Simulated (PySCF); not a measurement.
Dipole moment and polarisability of `C[C@H](F)C(=O)O`

Species: C3H5FO2.
Cartesian coordinates in Å at the GFN2-xTB level; atoms count from 1:
```xyz
11
C3H5FO2 angstrom
C     -1.211   -0.358    0.634
C     -0.374    0.491   -0.317
F     -0.714    0.212   -1.618
C      1.110    0.227   -0.083
O      1.681    0.562    0.919
O      1.687   -0.424   -1.083
H     -1.055   -1.413    0.420
H     -2.265   -0.126    0.505
H     -0.915   -0.147    1.657
H     -0.566    1.561   -0.161
H      2.627   -0.582   -0.900
```

Level: CAM-B3LYP/def2-SVPD (PySCF), static field, nuclei fixed, core orbitals frozen in the response. The polarisability tensor in these axes (au):

```
x   50.22 -0.45 -0.45
y   -0.45 39.51  2.88
z   -0.45  2.88 46.34
```

Task: What are the eigenvalues, a third of the trace, and Δα (Δα² = ½Σ(αi − αj)² over the three pairs)?

Result: Principal values 38.45, 47.28 and 50.34 au; mean 45.35 au = 6.72 Å³ = 7.48 × 10⁻⁴⁰ C²·m²/J; Δα = 10.69 au (24 % of the mean).

Task: What is the dipole moment, and where does it point?

Result: (-0.21, -0.52, 0.27) D, 0.62 D in size, pointing from the negative to the positive side. Measured along this direction, the outermost atoms are H10 at the negative end and H7 at the positive end.

Task: Find the Langevin capture rate constant for H3+ (3.023 u) meeting this molecule (92.027 u), k = 2.342 × 10⁻⁹ cm³/s × √(α in Å³ / reduced mass in u).

Result: The reduced mass is 2.93 u, so k = 3.55 × 10⁻⁹ cm³/s. The formula leaves out the permanent dipole, which adds to the capture rate.

Task: Directions of the eigenvectors, and the extent of the frame along each?

Result: Largest value along (0.98, -0.09, -0.17), where the nuclei span 5.08 Å; middle along (0.19, 0.33, 0.92), 2.92 Å; least along (0.02, 0.94, -0.34), 3.00 Å. 

Task: Form Σ f/ω² (atomic units) for the 8 lowest TDDFT singlets, given as eV and f, and set it beside the mean polarisability, which is this sum over all singlets: 5.89, 0.0009; 7.65, 0.0452; 8.50, 0.0871; 8.53, 0.0196; 8.82, 0.0037; 8.92, 0.0086; 9.06, 0.1188; 9.23, 0.0282.

Result: They add up to 3.11 au, 6.9 % of the 45.35 au; the largest single term is 1.07 au, from the state at 9.06 eV. Terms in order: 0.02, 0.57, 0.89, 0.20, 0.03, 0.08, 1.07, 0.25 au. Higher excitations give the rest. The strengths listed sum to 0.312.

Task: What depolarisation ratio follows for Rayleigh scattering of linearly polarised light, taking the static tensor?

Result: ρ = 3Δα²/(45ᾱ² + 4Δα²) = 342.9/(92563 + 457.1) = 0.00369.

Task: Refractivity n − 1 of an ideal gas of it at 350 K and 1 atm, from the electronic α?

Result: N = p/kT = 2.0968 × 10¹⁹ cm⁻³, so n − 1 = 2π × N × 6.72 × 10⁻²⁴ cm³ = 885 × 10⁻⁶ at long wavelengths, for an ideal gas.

One conformer (not necessarily the lowest) at the GFN2-xTB geometry, without solvent, vibrations or thermal averaging.
